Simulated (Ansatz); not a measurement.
Two isomers of C3H3F3: A = `F/C=C(\F)CF`, B = `C=CC(F)(F)F`.

Gas-phase electronic energies from Ansatz, PBE0-D4/def2-TZVP geometries. CCSD(T)/CBS is the MP2 limit (def2-TZVPP, def2-QZVPP) plus CCSD(T) − MP2 in def2-TZVPP, frozen cores. Functionals use def2-TZVPP. One conformer a species, not always the lowest.

Which is lower in electronic energy at CCSD(T)/CBS, and by how much? (Best estimate.)

The calculation gave: B, by 104.9 kJ/mol.

Give E(B) − E(A) in kJ/mol with CCSD/def2-TZVPP, LDA (SPW92), CCSD(T)/def2-TZVPP, HF/def2-TZVPP, PBE0-D4, r2SCAN-D4, B2PLYP. (Estimate.)

Ansatz gave: CCSD/def2-TZVPP -107.0, LDA (SPW92) -98.9, CCSD(T)/def2-TZVPP -107.6, HF/def2-TZVPP -110.4, PBE0-D4 -97.8, r2SCAN-D4 -104.2, B2PLYP -100.4. None reverses the order clearly.

Does the order hold for the free energy at 298.15 K (harmonic terms from PBE0-D4)? (Estimate.)

Computed: Yes: G(B) − G(A) = -105.2 kJ/mol, for one conformer each.

Largest T1 diagnostic: 0.012.

At CCSD(T), def2-SVP lies −16.9 kJ/mol from the extrapolated value and def2-TZVPP −2.7 kJ/mol. From PBE to PBE0 (25 % exact exchange), in def2-TZVPP and without D4, E(B) − E(A) moves by −6.6 kJ/mol.
